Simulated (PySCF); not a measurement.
Level of theory and gas-phase deprotonation enthalpies: fluoroacetylene

Structure: `C#CF` (C2HF). Optimised structure (Å), atoms numbered from 1:
```
C    -0.6203    0.0325   -0.0495
C     0.5353   -0.0238   -0.3826
F     1.7547   -0.0823   -0.7350
H    -1.6500    0.0817    0.2490
```

All levels share the PBE0-D3(BJ)/ma-def2-SVP structures and the PBE0-D3(BJ)/ma-def2-SVP thermal terms; only the single-point energies (PySCF) change. Values are gas-phase deprotonation enthalpies (298 K, kJ/mol).

```tsv
level	C1	time
MP2/ma-def2-TZVP	1555	3.2 s
CCSD(T)/ma-def2-TZVP	1557	65 s
B3LYP-D3(BJ)/ma-def2-TZVP	1563	–
HF/ma-def2-TZVP	1580	0.62 s
```

Times are wall times for all single points of a level on 1 thread of Arm Neoverse V2, a shared host; the dash marks the run that also made the structures.

Hartree-Fock leaves out electron correlation, so its deprotonation energies can be off by tens of kJ/mol.

The spread: 26 kJ/mol, from 1555 to 1580.

Differences come from unrounded values, so a last digit can differ from that of the printed terms.
